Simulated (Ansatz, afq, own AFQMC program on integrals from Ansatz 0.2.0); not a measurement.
Two steps: Ansatz 0.2.0 writes the Fock matrix and Cholesky factors of the valence space, and afq projects on them the lowest state that overlaps trial and start.

```yaml
crystal:
  periodic: [false, false, false]
  atoms:
    - {symbol: Si, position_ang: [0.008705, 0.000000, 0.607328]}
    - {symbol: B, position_ang: [0.082035, 0.000000, -1.209266]}
    - {symbol: H, position_ang: [-0.656373, -0.941243, -0.661095]}
    - {symbol: H, position_ang: [-0.656375, 0.941242, -0.661095]}
    - {symbol: H, position_ang: [0.190300, 0.000000, -2.630148]}
basis:
  gaussian: {orbitals: cc-pVDZ}
magnetization: {spin_polarized: false}
correlation: {method: ccsd_t, electrons: outside_noble_gas, hamiltonian_folder: ham}
```

```sh
$ ansatz run in.yaml --threads 1 --pin off --events-out ev --progress --plain --max-ram 1382MiB
```

afq runs on the folder ham with

```
--method free --trial cisd --walkers 60 --time-step 0.03 --max-blocks 80 --target-error 0.00038 --factor-cut 1e-05 --seed 6040 --times 0,0.21,0.42,0.81,1.2,1.8,2.4,3 --taylor-order 8
```

Times are imaginary, in 1/Eh. The walk had a cap of 656 s.

Output of the walk:

```
orbitals 41  electrons 5 5  factors 328 of 444
reference energy -315.24689664 Eh
CCSD correlation -0.22706010 Eh in 10 cycles, weight of the determinant in the CISD state 0.8635
repeat  energy at the last time / Eh  error
    10  -315.483352  0.001603
    20  -315.484996  0.001413
    30  -315.485061  0.001025
    40  -315.484769  0.000864
    50  -315.485056  0.000806
    60  -315.484855  0.000688
    70  -315.484612  0.000602
    80  -315.484738  0.000546
time / (1/Eh)  energy / Eh  error  mean overlap
  0.00  -315.474055  0.000266  1.1589
  0.21  -315.477981  0.000302  1.1580
  0.42  -315.480196  0.000282  1.1547
  0.81  -315.482595  0.000291  1.1375
  1.20  -315.483777  0.000344  1.1393
  1.80  -315.484067  0.000393  1.1624
  2.40  -315.483822  0.000461  1.1794
  3.00  -315.484738  0.000546  1.1431
energy -315.484738 +/- 0.000546 Eh
```

The run passed its tests (error under three times the target), which doesn't prove that it has relaxed.

Against this walk (error 14.9 meV) on the same determinant: CCSD(T) 50.3 meV higher, CCSDT(Q) 5.8 meV higher (within the noise). The error is statistical, and a free projection of finite length keeps a remainder of its start. The last points scatter (meV from the last: 58 ± 8 at 0.81, 26 ± 9 at 1.20, 18 ± 11 at 1.80, 25 ± 13 at 2.40, 0 ± 15 at 3.00); the last is the one printed as the energy, and the gaps above move with that scatter.

Cautions: remainder of the start not in the error; error above the target (14.9 against 10.3 meV).

The walk took 2.3 min on 1 thread of Arm Neoverse V1 (shared host). The log's last line is the free-projection energy.

CCSDT and higher add their correlation energy to the determinant of the CCSD(T) run, since their own runs factorise the integrals more tightly (a shift of under 2 meV). A walk keeps the symmetry of its determinant, which the program's search chose and which needn't be the lowest solution, so a lower state of the same spin and another symmetry isn't excluded.
